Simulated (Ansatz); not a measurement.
System: pyrite PtSb2. Method: r²SCAN+SOC (plane waves, PAW; Ansatz, a program for electronic structure).

Settings: plane-wave cutoff 560 eV, 6×6×6 k mesh, Fermi–Dirac smearing 0.01 eV, PAW data made under PBE.

Cell (measured lattice):

PtSb2 has the cubic space group Pa-3 (No. 205), Pearson symbol cP12. Lattice parameters: a = b = c = 6.440 Å, α = β = γ = 90.00°. Sb on 8c sees 3 Pt at 2.669 Å and 1 Sb at 2.798 Å (tetrahedral). Pt on 4a is surrounded by 6 Sb at 2.669 Å (octahedral). (Neighbours: up to the widest gap in distance over summed covalent radii, below 1.35, at either atom; cation-cation and far metal-metal contacts left out.)

Q: Give the computed band gap, smallest direct gap on the k points sampled and Γ–Γ gap.

A: 
* **band gap**: 0.05 eV (indirect)
* **smallest direct gap on the k points sampled**: 0.25 eV
* **Γ–Γ gap**: 0.46 eV

Measured, for comparison: band gap 0.11 eV (low temperature, zero-point motion not removed; as tabulated in Saeed et al. (2013), arXiv:1402.4256).

Note: cell and atoms aren't relaxed at this level (largest force component 0.08 eV/Å, pressure 3.5 GPa).

Static lattice: no zero-point or thermal effects.

The result took very roughly 60 core-minutes.
